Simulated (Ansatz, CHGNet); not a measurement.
For wurtzite GaN, the machine-learned potential CHGNet-r²SCAN (trained on r²SCAN data) gives:

- equilibrium lattice constant a: 3.197 Å
- c axis length: 5.162 Å

Question: What does Hartree–Fock (Ansatz, a program for electronic structure, plane waves, PAW) give for the same quantities?

Answer: 
- lattice constant a: 3.191 Å (drops by 0.2 %)
- lattice parameter c: 5.173 Å (rises by 0.2 %)

For comparison: lattice constant a 3.189 Å (measured, room temperature, no zero-point or thermal correction; as tabulated in Lucero et al. (2012), arXiv:1111.4515); lattice parameter c 5.185 Å (measured, room temperature, no zero-point or thermal correction; as tabulated in Lucero et al. (2012), arXiv:1111.4515).

Changes are worked out from the printed values.

Unless a cell is named, each level is at its own relaxed cell (CHGNet-r²SCAN 11.42, Hartree–Fock 11.40 Å³/atom).

Ansatz's density-functional and Hartree–Fock values are scalar-relativistic unless marked +SOC, with PAW data made under PBE.
